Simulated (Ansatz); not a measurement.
Ideal-gas functions of `OC(F)CF` at 600 K and 1 bar, from an Ansatz frequency run at PBE0-D4/def2-TZVP.

Molar mass 82.05 g/mol, point group C1 (symmetry number 1), electronic degeneracy 1, moments of inertia 68.208, 118.947, 145.932 u Å². Harmonic wavenumbers (cm⁻¹, unscaled): 121, 253, 386, 454, 548, 749, 861, 958, 1079, 1122, 1176, 1270, 1332, 1375, 1412, 1455, 1488, 3074, 3094, 3139, 3805.

Use S(trans) = R[1.5 ln M + 2.5 ln T − 1.1517]; rotational temperatures θ = 24.2544 K / I; S(rot) = R[ln(√π/σ · √(T³/θAθBθC)) + 1.5]; for each mode x = 1.438777 ν̃/T, S = R[x/(eˣ − 1) − ln(1 − e⁻ˣ)] and H = RT x/(eˣ − 1); 1 cm⁻¹ = 0.0119627 kJ/mol; R = 8.31446 J/(mol·K).

By hand: the entropy, in J/(mol·K).

Translation 178.4. Rotation: θ = 0.3556, 0.2039, 0.1662 K, giving 115.4. Vibration, mode by mode: 18.63, 12.60, 9.25, 8.01, 6.62, 4.48, 3.62, 3.02, 2.40, 2.21, 2.00, 1.67, 1.48, 1.37, 1.27, 1.17, 1.10, 0.04, 0.04, 0.04, 0.01, in all 81.0. Electronic 0.0. Sum 374.8 J/(mol·K).

By hand: H − E and G − E in kJ/mol, counted from the electronic energy.

Zero-point energy ½ × 29151 × 0.0119627 = 174.4; thermal vibration 27.4; translation, rotation and pV give 4 RT = 20.0. H − E = 221.8 kJ/mol, and G − E = 221.8 − 600 × 374.8/1000 = -3.1 kJ/mol.

Vibration gives 22 % of the entropy, 18.6 J/(mol·K) of it from the mode under 150 cm⁻¹: soft modes count most, and the harmonic formula is weakest for them. The sum counts one conformer and one mirror image; others add a mixing term.
